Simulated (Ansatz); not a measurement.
`C=Cc1ccco1`, charge 0, multiplicity 1.

Task: Give a relaxed structure at PBE0-D4/def2-TZVP (Ansatz 0.2.0). (An estimate is asked.)

Result: Computed: 
Z-matrix (Å, degrees):
```
C
C 1 1.332
H 1 1.083 2 121.5
H 1 1.082 2 120.9 3 180.0
C 2 1.437 1 125.7 3 0.0
H 2 1.086 1 120.0 3 -180.0
O 5 1.358 2 118.9 1 -0.0
C 5 1.364 2 131.7 1 180.0
C 7 1.349 5 107.4 2 180.0
C 8 1.421 5 106.6 2 -180.0
H 8 1.078 5 125.8 2 0.0
H 9 1.077 7 116.1 5 180.0
H 10 1.078 8 127.7 5 -180.0
```
Point group Cs.
This is one stationary point; other conformers may exist.
